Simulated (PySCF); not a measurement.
Calculation: ωB97X-D3(BJ)/def2-TZVP // B3LYP-D3(BJ)/def2-TZVP in PySCF. Isolated molecules, 0 K electronic values unless said otherwise. Excitations are Tamm–Dancoff values on a coarser integration grid. The basis has no diffuse functions, so Rydberg states are missing or too high.

Reference species (SMILES): `FB(F)F` (neutral, multiplicity 1).

S1 oscillator strength: 0.000
S1 excitation (TDA): 10.96 eV
HOMO–LUMO gap: 17.01 eV
HOMO: -14.86 eV

Changed species: `BrB(F)F` (1 of 3 F replaced by Br; the reference has 0 of 3 F replaced by Br).

Question: Give the shifts of the S1 oscillator strength, S1 excitation (TDA), HOMO–LUMO gap and HOMO.

Answer: the S1 oscillator strength stays essentially unchanged; the S1 excitation (TDA) falls by 3.57 eV, to 7.39 eV; the HOMO–LUMO gap decreases by 3.63 eV, to 13.38 eV; the HOMO increases by 3.31 eV, to -11.55 eV.
